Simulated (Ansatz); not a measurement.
Cartesian coordinates (Å):
SMILES: [CH3]
```xyz
4

C      0.0000     0.0000     0.0001
H      1.0222    -0.3454     0.0001
H     -0.8103    -0.7126    -0.0011
H     -0.2120     1.0580     0.0009
```
Charge 0, spin multiplicity 2.

These are frozen-core CCSD(T)/cc-pVTZ // B3LYP-D3(BJ)/def2-TZVP (Ansatz, a first-principles code) values and carry that method's errors.

```
Property                      Result
----------------------  ------------
HF energy               -39.57747 Ha
MP2 correlation energy   -0.15817 Ha
```

**Question.** Estimate the CCSD correlation energy, the (T) correction, the total energy and the T1 diagnostic.

**Answer.** 
```json
{
  "CCSD correlation energy": "-0.17878 Ha",
  "(T) correction": "-0.00472 Ha",
  "CCSD(T) total energy": "-39.76098 Ha",
  "T1 diagnostic": "0.008"
}
```
